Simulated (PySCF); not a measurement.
## Bond curve of AlS

Set-up: basis Al x2c-TZVPPall, S x2c-TZVPPall; spin-free X2C with a Gaussian nucleus; PySCF 2.14. Energies in eV from Al + S in their ground configurations at the same level. State: ²Σ⁺ (doublet), unpaired electrons σ ↑.

| R (Å) | PBEsol |
| --- | --- |
| 1.754 | -3.412 |
| 1.835 | -4.134 |
| 1.917 | -4.532 |
| 1.978 | -4.674 |
| 2.039 | -4.717 |
| 2.100 | -4.683 |
| 2.182 | -4.554 |
| 2.284 | -4.305 |
| 2.406 | -3.941 |
| 2.569 | -3.430 |

Put a parabola through the three lowest points of the PBEsol curve and estimate Re, k and ωe (reduced mass 14.63 u; 1 eV/Å² = 0.16022 mdyn/Å; ωe = 1302.8·√(k/μ) cm⁻¹).

Through R = 1.978, 2.039, 2.1 Å the second-order coefficient is 10.3 eV/Å², so Re ≈ 2.043 Å, k ≈ 3.32 mdyn/Å and ωe ≈ 620 cm⁻¹. A polynomial fit of higher order to the unrounded PBEsol energies gives Re = 2.040 Å, k = 3.21 mdyn/Å, ωe = 610 cm⁻¹; anharmonicity and rounding make the difference.

The higher-order fit for each curve: PBEsol: Re = 2.040 Å, ωe = 610 cm⁻¹, De = 4.72 eV.

The state was picked by a PBE0 search and need not be the measured ground state.
